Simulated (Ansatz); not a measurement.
The input, for Ansatz 0.2.0:

```yaml
crystal:
  periodic: [false, false, false]
  atoms:
    - {symbol: In, position_ang: [0.000000, 0.000000, 0.000000]}
    - {symbol: H, position_ang: [0.000000, 0.000000, -3.375766]}
    - {symbol: H, position_ang: [0.000000, 0.000000, 3.375766]}
basis:
  gaussian: {orbitals: def2-mTZVP}
total_charge: 1
magnetization: {spin_polarized: false}
correlation: {method: mp2, electrons: valence}
```

```sh
$ ansatz run in.yaml --threads 1 --pin off --events-out ev --progress --plain --max-ram 2393MiB
```

The program prints:

```
509 factors; integrals over basis functions are off by at most 1.6e-4 eV
mean field evaluation 1: about -5164.8582 eV, gradient 3.9e0 eV
mean field evaluation 2: about -5164.8584 eV, gradient 3.9e0 eV
mean field evaluation 4: about -5165.0235 eV, gradient 8.0e-1 eV
mean field evaluation 8: about -5165.0467 eV, gradient 1.3e-4 eV
mean field -5165.04665375 eV, -189.8119635308 hartree, gradient 2.7e-6 eV, S^2 0.000000; 0 other end points of the search recorded, 0 dependent functions left out; unrestricted orbitals would lower it
mean field evaluation 16: about -5166.4054 eV, gradient 7.5e0 eV
unrestricted determinant -5170.65715265 eV, -190.0181455625 hartree, S^2 1.0019
4 core orbitals not correlated: weight in the atoms' cores, before any rotation towards them, 1.000 or more for the frozen orbitals, at most 0.000 for the correlated occupied ones
reference -5165.04665375 eV, -189.8119635308 hartree; 7, 7 occupied and 31, 31 virtual orbitals, 509 factors
second order -5.99167950 eV of doubles, -0.00000000 eV of singles
Total energy: -5171.03833325 eV, -190.0321536912 hartree
```

Ran on 1 thread of Intel Xeon, shared host: 2.3 s wall, 0.2 GiB peak host memory.
